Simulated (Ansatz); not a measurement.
C2H3O (`[CH2]C=O`) radical, 6 atoms. The species carries charge 0 and has multiplicity 2. All runs use 2 threads of a server CPU on a shared host. Correlated methods freeze the cores. Open-shell runs search over several starts.

Question: How many basis functions does each run have, and how long does it take in Ansatz? UHF-CCSD(T)/def2-TZVPP energy; UKS PBE0-D4/def2-TZVP relaxation (6 steps); direct RPA on PBE orbitals/def2-TZVPP energy; UKS CAM-B3LYP-D4/def2-TZVPP energy; UKS PBE0-D4/def2-SVP energy; UKS B97M-V/def2-TZVPP energy; UKS ωB97M-V/def2-QZVPP energy; UKS r2SCANh-D4/def2-TZVPP energy; UKS PBE-D4/def2-TZVPP energy and forces; UHF-MP2/def2-QZVPP energy; UKS ωB97M-V/def2-SVP energy; UKS PBE0-D4/def2-QZVPP energy. (An estimate is asked.)

Answer: Computed: Other jobs shared the machine, so times are rough.

| level | job | functions | wall time | peak host memory (GiB) |
| --- | --- | --- | --- | --- |
| UKS PBE0-D4/def2-SVP | energy | 57 | 1.2 s | 0.11 |
| UKS CAM-B3LYP-D4/def2-TZVPP | energy | 135 | 2.9 s | 0.23 |
| UKS PBE-D4/def2-TZVPP | energy and forces | 135 | 3.2 s | 0.19 |
| UKS ωB97M-V/def2-SVP | energy | 57 | 4.8 s | 0.2 |
| direct RPA on PBE orbitals/def2-TZVPP | energy | 135 | 4.9 s | 0.22 |
| UKS r2SCANh-D4/def2-TZVPP | energy | 135 | 5.5 s | 0.24 |
| UKS PBE0-D4/def2-QZVPP | energy | 261 | 7 s | 0.51 |
| UKS B97M-V/def2-TZVPP | energy | 135 | 11 s | 0.28 |
| UHF-MP2/def2-QZVPP | energy | 261 | 14 s | 0.74 |
| UKS PBE0-D4/def2-TZVP | relaxation (6 steps) | 111 | 16 s | 0.18 |
| UKS ωB97M-V/def2-QZVPP | energy | 261 | 17 s | 0.68 |
| UHF-CCSD(T)/def2-TZVPP | energy | 135 | 47 s | 1.7 |

The UHF reference is spin-contaminated (⟨S²⟩ = 0.92, T1 = 0.031).
